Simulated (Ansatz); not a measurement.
**Rb3Sb (P6₃/mmc, No. 194; cell taken from a computed entry)**

Level of theory: HSE06 (Ansatz, a program for electronic structure, PAW).

Settings: plane-wave cutoff 460 eV, 6×6×2 k mesh (along the axes of the cell as run), Fermi–Dirac smearing 0.01 eV, scalar-relativistic PAW data made under PBE.

Cell: relaxed with PBEsol: a = 6.2850 Å, b = 6.2850 Å, c = 11.1190 Å, α = 90.00°, β = 90.00°, γ = 120.00°.

```
Property                                                          Result
-------------------------------------------  ---------------------------
band gap                                     0.64 eV (on the SCF k mesh)
smallest direct gap on the k points sampled                      0.78 eV
```

Note: cell and atoms aren't relaxed at this level (pressure 0.5 GPa); this cell isn't known to be the ambient phase, and symmetry holds it in the calculation.

Spin–orbit coupling is not included; with these elements it can move the gap by several tenths of an eV or more.

Static lattice: no zero-point or thermal effects.

Cost on a shared machine: around 17 core-minutes (rough).
